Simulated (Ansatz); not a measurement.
`C=CC=C(F)F` + H₂O → `OC=C(F)F` + ethylene  (formal hydrolysis of a C–C bond)

Isolated molecules relaxed with PBE0-D4/def2-TZVP in Ansatz; ΔE leaves out vibrations. CCSD(T)/CBS adds triple-zeta CCSD(T) − MP2 to the extrapolated MP2 energy (def2 sets, frozen cores). This one scheme is used for every species. Functionals use def2-TZVPP. One conformer a species, not always the lowest.

```
     species  ωB97M-V energy (Eh)
`C=CC=C(F)F`           -354.50354
         H₂O            -76.43342
  `OC=C(F)F`           -352.33579
       `C=C`            -78.56808
```

Task: Work out ΔE.

Result: ΔE = (-352.33579) + (-78.56808) − (-354.50354) − (-76.43342) = 0.03309 Eh = +86.9 kJ/mol. CCSD(T)/CBS gives +96.3 kJ/mol.

Largest T1 diagnostic among the species: 0.012.

The D4 term adds +4.8 kJ/mol with B3LYP and +2.7 kJ/mol with PBE0; it sums over pairs of atoms, weighted by their polarisabilities, and B3LYP, whose exchange is more repulsive, gets the larger term. Leaving LDA and LC-ωPBE aside and taking each functional with its dispersion term where it has one, the values, not all of them listed here, spread over 12.3 kJ/mol, from ωB97X-V to PBE-QIDH. LDA lies +5.0 kJ/mol from PBE without D4. In def2-TZVPP, CCSD(T) changes the Hartree–Fock value by +14.2 kJ/mol (the triples alone add +2.8 kJ/mol) and MP2 by +25.7 kJ/mol.

B3LYP here is the variant with VWN-RPA as its local correlation; programs differ in this.
